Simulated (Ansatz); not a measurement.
1T (CdI2-type) TiTe2 was calculated with PBEsol in Ansatz (plane waves, PAW).

Input:

Ansatz 0.2 input:
```yaml
crystal:
  lattice:
    - [3.7448266189, 0.0, 0.0]
    - [-1.8724133094, 3.2431149847, 0.0]
    - [0.0, 0.0, 6.5292874323]
  atoms:
    - { symbol: Ti, position: [0.0, 0.0, 0.0] }
    - { symbol: Te, position: [0.3333333333, 0.6666666667, 0.2672647003] }
    - { symbol: Te, position: [0.6666666667, 0.3333333333, 0.7327352997] }
basis:
  ecutwfc: 520
  ecutrho_ratio: 4
  xc_grid: 2
kpoints:
  mp_grid: { grid: [18, 18, 10] }
hamiltonian:
  xc: pbesol
  dispersion: none
  pseudopotentials: { kind: paw }
scf:
  occupations: { method: fermi_dirac, width: 0.05 }
output:
  forces: true
  stress: true
  eigenvalues: true
relax:
  f_tol: 0.004
  escape_saddle: false
  max_steps: 80
  cell: { stress_tol: 0.02, fix: [volume] }
```

The run printed, among other lines:

```
Relaxation: its limit of steps is 80 (relax.max_steps)
Crystal: 3 atoms, lattice volume = 79.298 Å³
Basis set: ecut = 520 eV, 2071 PW (Γ), exchange–correlation on 60×60×100 points (8 copies of the dense FFT grid, shifted against one another)
Bands: 27, of which v1, the nominal top of the filled ones, is band 22 counted from 1 (21 counted from 0)
Symmetry: 12 space group operations
Space group: P-3m1 (ITA 164), of the structure as read, at distance tolerance 4.3e-5 Å
k-points: 330 of 3240
Functional: x = pbesol(κ = 0.804, μ = 0.12345679012345678), c = pbesol(β = 0.046)
SCF iter   1: F=—  HF=-16279.071031 eV  |F-HF|=—  |Δ(HF+E_count)|=         —  Δρ=7.08e-3  dr2=6.36e-2
SCF iter   2: F=—  HF=-16279.070357 eV  |F-HF|=—  |Δ(HF+E_count)|=   6.74e-4  Δρ=7.40e-3  dr2=8.26e-2
  ...
SCF 1 converged in 8 iterations: F = -16279.062345 eV  dr2 = 3.60e-8
Crystal: 3 atoms, lattice volume = 79.298 Å³
Basis set: ecut = 520 eV, 2083 PW (Γ), exchange–correlation on 60×60×100 points (8 copies of the dense FFT grid, shifted against one another)
Initial density: handed on by an earlier stage of this run
SCF 2 converged in 6 iterations: F = -16279.042654 eV  dr2 = 7.37e-8
Crystal: 3 atoms, lattice volume = 79.298 Å³
SCF 3 converged in 9 iterations: F = -16279.075731 eV  dr2 = 1.85e-12
Crystal: 3 atoms, lattice volume = 79.298 Å³
Basis set: ecut = 520 eV, 2101 PW (Γ), exchange–correlation on 60×60×100 points (8 copies of the dense FFT grid, shifted against one another)
SCF 4 converged in 5 iterations: F = -16279.075870 eV  dr2 = 8.98e-9
Crystal: 3 atoms, lattice volume = 79.298 Å³
SCF 5 converged in 4 iterations: F = -16279.075876 eV  dr2 = 1.06e-9
Crystal: 3 atoms, lattice volume = 79.298 Å³
SCF iter   4: F=—  HF=-16279.075877 eV  |F-HF|=—  |Δ(HF+E_count)|=  3.17e-10  Δρ=1.75e-7  dr2=9.96e-11
SCF iter   5: F=-16279.075877 eV  HF=-16279.075877 eV  |F-HF|=3.64e-12  |Δ(HF+E_count)|=  1.27e-11  Δρ=3.01e-8  dr2=1.13e-12
SCF 6 converged in 5 iterations: F = -16279.075877 eV  dr2 = 1.13e-12
SCF converged after 5 iterations
Free energy (F): -16279.075877 eV
Internal energy: -16279.063868 eV  (E = F + TS)
E sigma→0 (E₀):  -16279.069873 eV
Fermi energy:    10.326766 eV
--- Forces (eV/Å), atoms counted from 1 ---
  atom   1  Ti     0.00000000     0.00000000     0.00000000
  atom   2  Te     0.00000000     0.00000000     0.00048260
  atom   3  Te    -0.00000000    -0.00000000    -0.00048260
--- Stress (GPa, compression-positive) ---
       -1.113777       0.000000      -0.000000
        0.000000      -1.113777       0.000000
       -0.000000       0.000000      -1.110287
  P = ⅓ Tr σ = -1.1126 GPa (-11.126 kbar)
```

The cell is one volume of an energy–volume scan, off the minimum.

The PAW data were made under PBE.

Note: the cell comes from a level without a dispersion term, which matters for the spacing of layers, chains or molecules. Note: the cell has widely spaced layers and the level no dispersion term, so their spacing and the moduli can rest on weak binding.

Ansatz is an electronic-structure program.
